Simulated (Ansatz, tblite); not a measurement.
**OsO4: a ladder of methods and basis sets**

How do method and basis change the picture of OsO4 (singlet)?

Program: Ansatz 0.2.0, Gaussian basis. Level of theory: as each input shows. These are calculated values, not measurements.

Levels to be run: GFN1-xTB, GFN2-xTB, PBE-D4/def2-TZVP, r2SCAN-D4/def2-TZVP, B97M-V/def2-TZVP, HF/def2-TZVP, CAM-B3LYP-D4/def2-TZVP, ωB97M-V/def2-TZVP, BHLYP-D4/def2-TZVP, r2SCANh-D4/def2-TZVP, r2SCAN0-D4/def2-TZVP, HSE06-D4/def2-TZVP, revPBE-D4/def2-TZVP, PBE-QIDH/def2-TZVP, BLYP-D4/def2-TZVP, LDA/def2-TZVP, ωB97X-V/def2-TZVP, LC-ωPBE/def2-TZVP, B3LYP-D4/def2-TZVP, B2PLYP/def2-TZVP, PBE-D4/def2-SVP, PBE0-D4/def2-SVP, CCSD(T)/def2-TZVPP, MP2/def2-TZVP, RPA/def2-TZVP, MP2/def2-QZVPP.

## 1. The geometry

The singlet was relaxed beforehand with PBE0-D4/def2-SVP.

5 atoms, charge 0, spin multiplicity 1.

Bond lengths: Os1–O2 1.693 Å, Os1–O3 1.693 Å, Os1–O4 1.693 Å, Os1–O5 1.693 Å. Angles: O2–Os1–O3 109.5°, O2–Os1–O4 109.5°, O2–Os1–O5 109.5°, O3–Os1–O4 109.5°, O3–Os1–O5 109.5°, O4–Os1–O5 109.5°.

Formally the metal is d0. Os takes a core potential in the def2 sets. No spin-orbit coupling is included.

PBE0-D4/def2-TZVP was run before; its log isn't repeated, and its numbers join the tables.

## 2. GFN1-xTB

Tight binding, by tblite at 300 K electronic temperature and without a spin-polarisation term:

```python
tblite.interface.Calculator('GFN1-xTB', numbers, positions, charge=0, uhf=0).singlepoint()
```

Energy -599.7724 eV, HOMO -15.51 eV, LUMO -10.99 eV; 0.003 s.

## 3. GFN2-xTB

Tight binding, by tblite at 300 K electronic temperature and without a spin-polarisation term:

```python
tblite.interface.Calculator('GFN2-xTB', numbers, positions, charge=0, uhf=0).singlepoint()
```

Energy -527.4747 eV, HOMO -14.60 eV, LUMO -11.69 eV; 0.002 s.

## 4. PBE-D4/def2-TZVP

start.molden holds the orbitals of an earlier run on this state, given as this run's starting guess.

in.yaml reads:

```yaml
crystal:
  periodic: [false, false, false]
  atoms:
    - {symbol: Os, position_ang: [-0.000003, 0.000003, 0.000002]}
    - {symbol: O, position_ang: [0.010660, -0.018154, 1.692383]}
    - {symbol: O, position_ang: [1.592104, 0.010570, -0.574144]}
    - {symbol: O, position_ang: [-0.805207, 1.385649, -0.544271]}
    - {symbol: O, position_ang: [-0.797554, -1.378057, -0.573960]}
basis:
  gaussian: {orbitals: def2-TZVP, initial_orbitals: start.molden}
hamiltonian: {xc: pbe, dispersion: d4}
scf: {omitted_lower_state_checks: [starts]}
output: {orbitals: {seedname: orbitals}}
```

Run with:

```
$ ansatz run in.yaml --threads 2 --pin off --events-out ev --progress --plain --max-ram 4352MiB
```

The program printed:

```text
Functional definition: PBE
  name "PBE"
  cite "Perdew, Burke & Ernzerhof, Phys. Rev. Lett. 77, 3865 (1996) doi:10.1103/PhysRevLett.77.3865"
  parent pbe
  parameter kappa = 0.804
  parameter beta = 0.06672455060314922
  exchange = pbe_x(kappa = kappa, mu = beta*pi^2/3)
  correlation = pbe_c(beta = beta)
these checks for a lower state are left out or cut short: starts
956 factors; their error is unknown
mean field evaluation 1: about -10654.7545 eV, gradient 1.1e1 eV
mean field evaluation 2: about -10654.9261 eV, gradient 1.7e-1 eV
mean field evaluation 4: about -10654.9106 eV, gradient 1.4e-4 eV
mean field -10654.91063283 eV, -391.5607435988 hartree, gradient 2.6e-5 eV, S^2 0.000000; 0 other end points of the search recorded, 0 dependent functions left out
reference -10654.91067379 eV, -391.5607451041 hartree; 24, 24 occupied and 140, 140 virtual orbitals, 956 factors
Total energy: -10655.03569771 eV, -391.5653396484 hartree
Checks for a lower state left out: starts
```

Wall time 1.9 s (2 threads of Arm Neoverse V2, shared host).

From the report: HOMO -8.95 eV, LUMO -4.73 eV.

## 5. r2SCAN-D4/def2-TZVP

in.yaml, as its differences from that of step 4:

```diff
@@ -10,3 +10,3 @@
   gaussian: {orbitals: def2-TZVP, initial_orbitals: start.molden}
-hamiltonian: {xc: pbe, dispersion: d4}
+hamiltonian: {xc: r2scan, dispersion: d4}
 scf: {omitted_lower_state_checks: [starts]}
```

The command is unchanged.

The program printed:

```text
Functional definition: r2SCAN
  name "r2SCAN"
  cite "Furness, Kaplan, Ning, Perdew & Sun, J. Phys. Chem. Lett. 11, 8208 (2020) doi:10.1021/acs.jpclett.0c02405"
  cite "Furness, Kaplan, Ning, Perdew & Sun, J. Phys. Chem. Lett. 11, 9248 (2020) doi:10.1021/acs.jpclett.0c03077"
  parent r2scan
  parameter k0 = 0.174
  parameter k1 = 0.065
  parameter a1 = 4.9479
  exchange = r2scan_x(k0 = k0, k1 = k1, a1 = a1)
  correlation = r2scan_c
these checks for a lower state are left out or cut short: starts
956 factors; their error is unknown
mean field evaluation 1: about -10658.4910 eV, gradient 6.0e0 eV
mean field evaluation 2: about -10658.5612 eV, gradient 6.4e-2 eV
mean field evaluation 4: about -10658.5523 eV, gradient 3.9e-5 eV
mean field -10658.55229865 eV, -391.6945723491 hartree, gradient 1.1e-5 eV, S^2 0.000000; 0 other end points of the search recorded, 0 dependent functions left out
reference -10658.55231004 eV, -391.6945727677 hartree; 24, 24 occupied and 140, 140 virtual orbitals, 956 factors
Total energy: -10658.57959622 eV, -391.6955755165 hartree
Checks for a lower state left out: starts
```

Wall time 4.3 s (2 threads of Arm Neoverse V2, shared host).

From the report: HOMO -9.35 eV, LUMO -4.84 eV.

## 6. B97M-V/def2-TZVP

in.yaml, as its differences from that of step 5:

```diff
@@ -10,4 +10,4 @@
   gaussian: {orbitals: def2-TZVP, initial_orbitals: start.molden}
-hamiltonian: {xc: r2scan, dispersion: d4}
+hamiltonian: {xc: {name: B97M-V}}
 scf: {omitted_lower_state_checks: [starts]}
-output: {orbitals: {seedname: orbitals}}
+output: {forces: true, orbitals: {seedname: orbitals}}
```

Launched as before.

The program printed, shortened:

```text
Functional definition: B97M-V
  name "B97M-V"
  cite "Mardirossian & Head-Gordon, J. Chem. Phys. 142, 074111 (2015) doi:10.1063/1.4907719"
  cite "Becke, J. Chem. Phys. 107, 8554 (1997) doi:10.1063/1.475007"
  cite "Vydrov & Van Voorhis, J. Chem. Phys. 133, 244103 (2010) doi:10.1063/1.3521275"
  # Of w^i u^j: cxij and so on, Table III.
[...]
  gx(w, u) = cx00 + cx01*u + cx02*u^2 + (cx10 + cx11*u)*w
  gss(w, u) = css00 + css02*u^2 + css10*w + (css32*w^3 + css42*w^4)*u^2
  gos(w, u) = cos00 + cos01*u + cos03*u^3 + cos10*w + cos32*w^3*u^2
[...]
      + integral(e_c_pw_mod_opposite_spin*gos(b97_w_opposite, b97_u_opposite)) + vv10(b, c)
[...]
956 factors; their error is unknown
[...]
mean field -10657.85542825 eV, -391.6689628343 hartree, gradient 8.3e-6 eV, S^2 0.000000; 0 other end points of the search recorded, 0 dependent functions left out
[...]
reference -10657.85548607 eV, -391.6689649593 hartree; 24, 24 occupied and 140, 140 virtual orbitals, 956 factors
Total energy: -10657.85548607 eV, -391.6689649593 hartree
Atom 0 at    -0.000003     0.000003     0.000002 Å, force    -0.000259     0.000358     0.000300 eV/Å
Atom 1 at     0.010660    -0.018154     1.692383 Å, force     0.002693    -0.004480     0.419252 eV/Å
Atom 2 at     1.592104     0.010570    -0.574144 Å, force     0.395001     0.002650    -0.142347 eV/Å
Atom 3 at    -0.805207     1.385649    -0.544271 Å, force    -0.199530     0.343143    -0.134838 eV/Å
Atom 4 at    -0.797554    -1.378057    -0.573960 Å, force    -0.197904    -0.341671    -0.142369 eV/Å
Dipole moment:     0.000004    -0.000007    -0.000006 e Å
Checks for a lower state left out: starts
```

It took 10 s on 2 threads of Arm Neoverse V2, shared host.

HOMO -9.39 eV, LUMO -4.79 eV.

## 7. HF/def2-TZVP

in.yaml, as its differences from that of step 6:

```diff
@@ -10,4 +10,4 @@
   gaussian: {orbitals: def2-TZVP, initial_orbitals: start.molden}
-hamiltonian: {xc: {name: B97M-V}}
+hamiltonian: {xc: hf}
 scf: {omitted_lower_state_checks: [starts]}
-output: {forces: true, orbitals: {seedname: orbitals}}
+output: {orbitals: {seedname: orbitals}}
```

The command is unchanged.

The program printed:

```text
Functional definition: HF
  name "HF"
  cite "Fock, Z. Phys. 61, 126 (1930) doi:10.1007/BF01340294"
  parent pbe
  exchange = exact_x
  correlation = 0
these checks for a lower state are left out or cut short: starts
1256 factors; their error is unknown
mean field evaluation 1: about -10591.1363 eV, gradient 3.1e1 eV
mean field evaluation 2: about -10592.4890 eV, gradient 1.4e0 eV
mean field evaluation 4: about -10592.6808 eV, gradient 7.7e-1 eV
mean field -10592.68128786 eV, -389.2738573518 hartree, gradient 2.6e-5 eV, S^2 0.000000; 0 other end points of the search recorded, 0 dependent functions left out
reference -10592.68128786 eV, -389.2738573518 hartree; 24, 24 occupied and 140, 140 virtual orbitals, 1256 factors
Total energy: -10592.68128786 eV, -389.2738573518 hartree
Checks for a lower state left out: starts
```

Wall time 1.4 s (2 threads of Arm Neoverse V2, shared host).

HOMO -14.54 eV, LUMO -1.30 eV.

## 8. CAM-B3LYP-D4/def2-TZVP

in.yaml, as its differences from that of step 7:

```diff
@@ -10,3 +10,3 @@
   gaussian: {orbitals: def2-TZVP, initial_orbitals: start.molden}
-hamiltonian: {xc: hf}
+hamiltonian: {xc: {name: CAM-B3LYP}, dispersion: d4}
 scf: {omitted_lower_state_checks: [starts]}
```

The command is unchanged.

The program printed, shortened:

```text
Functional definition: CAM-B3LYP
  name "CAM-B3LYP"
  cite "Yanai, Tew & Handy, Chem. Phys. Lett. 393, 51 (2004) doi:10.1016/j.cplett.2004.06.011"
  cite "Iikura, Tsuneda, Yanai & Hirao, J. Chem. Phys. 115, 3540 (2001) doi:10.1063/1.1383587"
  cite "Becke, Phys. Rev. A 38, 3098 (1988) doi:10.1103/PhysRevA.38.3098"
  cite "Lee, Yang & Parr, Phys. Rev. B 37, 785 (1988) doi:10.1103/PhysRevB.37.785"
  cite "Vosko, Wilk & Nusair, Can. J. Phys. 58, 1200 (1980) doi:10.1139/p80-159"
[...]
  # Exact exchange under (alpha + beta erf(omega r))/r, Becke's under what is left of 1/r.
[...]
983 factors; their error is unknown
198 factors; integrals over basis functions are off by at most 7.8e-5 eV
[...]
mean field -10655.30856558 eV, -391.5753673576 hartree, gradient 9.0e-5 eV, S^2 0.000000; 0 other end points of the search recorded, 0 dependent functions left out
reference -10655.30867724 eV, -391.5753714609 hartree; 24, 24 occupied and 140, 140 virtual orbitals, 983 factors
Total energy: -10655.41509755 eV, -391.5792823352 hartree
Checks for a lower state left out: starts
```

Run time: 2.8 s. Hardware: 2 threads of Arm Neoverse V2, shared host.

HOMO -11.98 eV, LUMO -3.23 eV.

## 9. ωB97M-V/def2-TZVP

in.yaml, as its differences from that of step 8:

```diff
@@ -10,3 +10,3 @@
   gaussian: {orbitals: def2-TZVP, initial_orbitals: start.molden}
-hamiltonian: {xc: {name: CAM-B3LYP}, dispersion: d4}
+hamiltonian: {xc: {name: wB97M-V}}
 scf: {omitted_lower_state_checks: [starts]}
```

Launched as before.

The program printed, shortened:

```text
Functional definition: wB97M-V
  name "wB97M-V"
  cite "Mardirossian & Head-Gordon, J. Chem. Phys. 144, 214110 (2016) doi:10.1063/1.4952647"
  cite "Becke, J. Chem. Phys. 107, 8554 (1997) doi:10.1063/1.475007"
  cite "Vydrov & Van Voorhis, J. Chem. Phys. 133, 244103 (2010) doi:10.1063/1.3521275"
  # Of w^i u^j: cxij and so on, Table III.
[...]
  gx(w, u) = 1 - cx + cx01*u + cx10*w
  gss(w, u) = css00 + css04*u^4 + css10*w + css20*w^2 + css43*w^4*u^3
  gos(w, u) = cos00 + cos10*w + (cos20 + cos21*u)*w^2 + (cos60 + cos61*u)*w^6
[...]
      + integral(e_c_pw_mod_opposite_spin*gos(b97_w_opposite, b97_u_opposite)) + vv10(b, c)
[...]
983 factors; their error is unknown
187 factors; integrals over basis functions are off by at most 5.5e-6 eV
[...]
mean field -10654.39211259 eV, -391.5416883312 hartree, gradient 1.3e-5 eV, S^2 0.000000; 0 other end points of the search recorded, 0 dependent functions left out
reference -10654.39215880 eV, -391.5416900296 hartree; 24, 24 occupied and 140, 140 virtual orbitals, 983 factors
Total energy: -10654.39215880 eV, -391.5416900296 hartree
Checks for a lower state left out: starts
```

Wall time 9 s (2 threads of Arm Neoverse V2, shared host).

From the report: HOMO -12.83 eV, LUMO -2.12 eV.

## 10. BHLYP-D4/def2-TZVP

in.yaml, as its differences from that of step 9:

```diff
@@ -10,3 +10,3 @@
   gaussian: {orbitals: def2-TZVP, initial_orbitals: start.molden}
-hamiltonian: {xc: {name: wB97M-V}}
+hamiltonian: {xc: {name: BHLYP}, dispersion: d4}
 scf: {omitted_lower_state_checks: [starts]}
```

Same command.

The program printed:

```text
Functional definition: BHLYP
  name "BHLYP"
  cite "Becke, J. Chem. Phys. 98, 1372 (1993) doi:10.1063/1.464304"
  cite "Becke, Phys. Rev. A 38, 3098 (1988) doi:10.1103/PhysRevA.38.3098"
  cite "Lee, Yang & Parr, Phys. Rev. B 37, 785 (1988) doi:10.1103/PhysRevB.37.785"
  parameter a = 0.5
  exchange = (1 - a)*b88_x + a*exact_x
  correlation = lyp_c
these checks for a lower state are left out or cut short: starts
1181 factors; their error is unknown
mean field evaluation 1: about -10649.3319 eV, gradient 8.9e0 eV
mean field evaluation 2: about -10649.4597 eV, gradient 1.4e-1 eV
mean field evaluation 4: about -10649.5427 eV, gradient 3.2e-4 eV
mean field -10649.54270275 eV, -391.3634758068 hartree, gradient 5.2e-6 eV, S^2 0.000000; 0 other end points of the search recorded, 0 dependent functions left out
reference -10649.54285560 eV, -391.3634814239 hartree; 24, 24 occupied and 140, 140 virtual orbitals, 1181 factors
Total energy: -10649.71053687 eV, -391.3696435968 hartree
Checks for a lower state left out: starts
```

It took 3.1 s on 2 threads of Arm Neoverse V2, shared host.

HOMO -12.10 eV, LUMO -3.60 eV.

## 11. r2SCANh-D4/def2-TZVP

in.yaml, as its differences from that of step 10:

```diff
@@ -10,3 +10,3 @@
   gaussian: {orbitals: def2-TZVP, initial_orbitals: start.molden}
-hamiltonian: {xc: {name: BHLYP}, dispersion: d4}
+hamiltonian: {xc: {name: r2SCANh}, dispersion: d4}
 scf: {omitted_lower_state_checks: [starts]}
```

Launched as before.

The program printed, shortened:

```text
Functional definition: r2SCANh
  name "r2SCANh"
  cite "Bursch, Neugebauer, Ehlert & Grimme, J. Chem. Phys. 156, 134105 (2022) doi:10.1063/5.0086040"
  cite "Furness, Kaplan, Ning, Perdew & Sun, J. Phys. Chem. Lett. 11, 8208 (2020) doi:10.1021/acs.jpclett.0c02405"
  cite "Furness, Kaplan, Ning, Perdew & Sun, J. Phys. Chem. Lett. 11, 9248 (2020) doi:10.1021/acs.jpclett.0c03077"
  parent r2scan
[...]
956 factors; their error is unknown
[...]
mean field -10656.47915196 eV, -391.6183856134 hartree, gradient 2.4e-5 eV, S^2 0.000000; 0 other end points of the search recorded, 0 dependent functions left out
reference -10656.47916226 eV, -391.6183859921 hartree; 24, 24 occupied and 140, 140 virtual orbitals, 956 factors
Total energy: -10656.50859645 eV, -391.6194676786 hartree
Checks for a lower state left out: starts
```

Run time: 5 s. Hardware: 2 threads of Arm Neoverse V2, shared host.

Report: HOMO -9.95 eV, LUMO -4.63 eV.

## 12. r2SCAN0-D4/def2-TZVP

in.yaml, as its differences from that of step 11:

```diff
@@ -10,3 +10,3 @@
   gaussian: {orbitals: def2-TZVP, initial_orbitals: start.molden}
-hamiltonian: {xc: {name: r2SCANh}, dispersion: d4}
+hamiltonian: {xc: {name: r2SCAN0}, dispersion: d4}
 scf: {omitted_lower_state_checks: [starts]}
```

Launched as before.

The program printed, shortened:

```text
Functional definition: r2SCAN0
  name "r2SCAN0"
  cite "Bursch, Neugebauer, Ehlert & Grimme, J. Chem. Phys. 156, 134105 (2022) doi:10.1063/5.0086040"
  cite "Furness, Kaplan, Ning, Perdew & Sun, J. Phys. Chem. Lett. 11, 8208 (2020) doi:10.1021/acs.jpclett.0c02405"
  cite "Furness, Kaplan, Ning, Perdew & Sun, J. Phys. Chem. Lett. 11, 9248 (2020) doi:10.1021/acs.jpclett.0c03077"
  parent r2scan
[...]
1022 factors; their error is unknown
[...]
mean field -10653.43399836 eV, -391.5064782828 hartree, gradient 7.5e-6 eV, S^2 0.000000; 0 other end points of the search recorded, 0 dependent functions left out
reference -10653.43400710 eV, -391.5064786041 hartree; 24, 24 occupied and 140, 140 virtual orbitals, 1022 factors
Total energy: -10653.46690350 eV, -391.5076875244 hartree
Checks for a lower state left out: starts
```

It took 5.5 s on 2 threads of Arm Neoverse V2, shared host.

From the report: HOMO -10.85 eV, LUMO -4.31 eV.

## 13. HSE06-D4/def2-TZVP

in.yaml, as its differences from that of step 12:

```diff
@@ -10,3 +10,3 @@
   gaussian: {orbitals: def2-TZVP, initial_orbitals: start.molden}
-hamiltonian: {xc: {name: r2SCAN0}, dispersion: d4}
+hamiltonian: {xc: hse06, dispersion: d4}
 scf: {omitted_lower_state_checks: [starts]}
```

Same command.

The program printed, shortened:

```text
Functional definition: HSE06
  name "HSE06"
  cite "Heyd, Scuseria & Ernzerhof, J. Chem. Phys. 118, 8207 (2003) doi:10.1063/1.1564060"
  cite "Krukau, Vydrov, Izmaylov & Scuseria, J. Chem. Phys. 125, 224106 (2006) doi:10.1063/1.2404663"
  cite "Heyd & Scuseria, J. Chem. Phys. 120, 7274 (2004) doi:10.1063/1.1668634"
  cite "Ernzerhof & Perdew, J. Chem. Phys. 109, 3313 (1998) doi:10.1063/1.476928"
  cite "Perdew, Burke & Ernzerhof, Phys. Rev. Lett. 77, 3865 (1996) doi:10.1103/PhysRevLett.77.3865"
  parent pbe
[...]
  # The whole range is PBE's own exchange, as in plane waves. The composition of these papers is wPBEh.
[...]
1022 factors; their error is unknown
73 factors; integrals over basis functions are off by at most 3.7e-7 eV
[...]
mean field -10650.57071129 eV, -391.4012544236 hartree, gradient 2.9e-5 eV, S^2 0.000000; 0 other end points of the search recorded, 0 dependent functions left out
reference -10650.57075015 eV, -391.4012558518 hartree; 24, 24 occupied and 140, 140 virtual orbitals, 1022 factors
Total energy: -10650.66848084 eV, -391.4048473884 hartree
Checks for a lower state left out: starts
```

Wall time 3 s (2 threads of Arm Neoverse V2, shared host).

HOMO -10.15 eV, LUMO -4.60 eV.

## 14. revPBE-D4/def2-TZVP

in.yaml, as its differences from that of step 13:

```diff
@@ -10,3 +10,3 @@
   gaussian: {orbitals: def2-TZVP, initial_orbitals: start.molden}
-hamiltonian: {xc: hse06, dispersion: d4}
+hamiltonian: {xc: {name: revPBE}, dispersion: d4}
 scf: {omitted_lower_state_checks: [starts]}
```

Launched as before.

The program printed:

```text
Functional definition: revPBE
  name "revPBE"
  cite "Zhang & Yang, Phys. Rev. Lett. 80, 890 (1998) doi:10.1103/PhysRevLett.80.890"
  cite "Perdew, Burke & Ernzerhof, Phys. Rev. Lett. 77, 3865 (1996) doi:10.1103/PhysRevLett.77.3865"
  parameter kappa = 1.245
  parameter beta = 0.06672455060314922
  exchange = pbe_x(kappa = kappa, mu = beta*pi^2/3)
  correlation = pbe_c(beta = beta)
these checks for a lower state are left out or cut short: starts
956 factors; their error is unknown
mean field evaluation 1: about -10661.3203 eV, gradient 1.2e1 eV
mean field evaluation 2: about -10661.4675 eV, gradient 1.7e-1 eV
mean field evaluation 4: about -10661.4518 eV, gradient 1.7e-4 eV
mean field -10661.45181052 eV, -391.8011274451 hartree, gradient 9.1e-6 eV, S^2 0.000000; 0 other end points of the search recorded, 0 dependent functions left out
reference -10661.45186213 eV, -391.8011293417 hartree; 24, 24 occupied and 140, 140 virtual orbitals, 956 factors
Total energy: -10661.80427418 eV, -391.8140802457 hartree
Checks for a lower state left out: starts
```

Wall time 1.9 s (2 threads of Arm Neoverse V2, shared host).

From the report: HOMO -8.86 eV, LUMO -4.63 eV.

## 15. PBE-QIDH/def2-TZVP

in.yaml, as its differences from that of step 14:

```diff
@@ -10,4 +10,3 @@
   gaussian: {orbitals: def2-TZVP, initial_orbitals: start.molden}
-hamiltonian: {xc: {name: revPBE}, dispersion: d4}
+hamiltonian: {xc: {name: PBE-QIDH}}
 scf: {omitted_lower_state_checks: [starts]}
-output: {orbitals: {seedname: orbitals}}
```

The command is unchanged.

The program printed, shortened:

```text
Functional definition: PBE-QIDH
  name "PBE-QIDH"
  cite "Brémond, Sancho-García, Pérez-Jiménez & Adamo, J. Chem. Phys. 141, 031101 (2014) doi:10.1063/1.4890314"
  cite "Perdew, Burke & Ernzerhof, Phys. Rev. Lett. 77, 3865 (1996) doi:10.1103/PhysRevLett.77.3865"
[...]
1209 factors; integrals over basis functions are off by at most 1.3e-3 eV
[...]
mean field -10628.52738009 eV, -390.5911769436 hartree, gradient 2.3e-6 eV, S^2 0.000000; 0 other end points of the search recorded, 0 dependent functions left out
4 core orbitals not correlated: weight in the atoms' cores, before any rotation towards them, 1.000 or more for the frozen orbitals, at most 0.000 for the correlated occupied ones
reference -10628.52739114 eV, -390.5911773496 hartree; 20, 20 occupied and 140, 140 virtual orbitals, 1209 factors
second order -52.44916024 eV of doubles, -0.00000000 eV of singles
Total energy: -10646.01044455 eV, -391.2336677121 hartree
Checks for a lower state left out: starts
```

Run time: 6 s. Hardware: 2 threads of Arm Neoverse V2, shared host.

## 16. BLYP-D4/def2-TZVP

in.yaml, as its differences from that of step 15:

```diff
@@ -10,3 +10,4 @@
   gaussian: {orbitals: def2-TZVP, initial_orbitals: start.molden}
-hamiltonian: {xc: {name: PBE-QIDH}}
+hamiltonian: {xc: {name: BLYP}, dispersion: d4}
 scf: {omitted_lower_state_checks: [starts]}
+output: {orbitals: {seedname: orbitals}}
```

The command is unchanged.

The program printed:

```text
Functional definition: BLYP
  name "BLYP"
  cite "Becke, Phys. Rev. A 38, 3098 (1988) doi:10.1103/PhysRevA.38.3098"
  cite "Lee, Yang & Parr, Phys. Rev. B 37, 785 (1988) doi:10.1103/PhysRevB.37.785"
  parameter beta = 0.0042
  parameter a = 0.04918
  parameter b = 0.132
  parameter c = 0.2533
  parameter d = 0.349
  exchange = b88_x(beta = beta)
  correlation = lyp_c(a = a, b = b, c = c, d = d)
these checks for a lower state are left out or cut short: starts
956 factors; their error is unknown
mean field evaluation 1: about -10660.3479 eV, gradient 1.7e1 eV
mean field evaluation 2: about -10660.6649 eV, gradient 3.0e-1 eV
mean field evaluation 4: about -10660.6500 eV, gradient 4.1e-2 eV
mean field -10660.64995410 eV, -391.7716597649 hartree, gradient 7.6e-6 eV, S^2 0.000000; 0 other end points of the search recorded, 0 dependent functions left out
reference -10660.65026489 eV, -391.7716711865 hartree; 24, 24 occupied and 140, 140 virtual orbitals, 956 factors
Total energy: -10660.92673768 eV, -391.7818313742 hartree
Checks for a lower state left out: starts
```

It took 2 s on 2 threads of Arm Neoverse V2, shared host.

From the report: HOMO -8.85 eV, LUMO -4.67 eV.

(Part 1 of 2 ends here.)
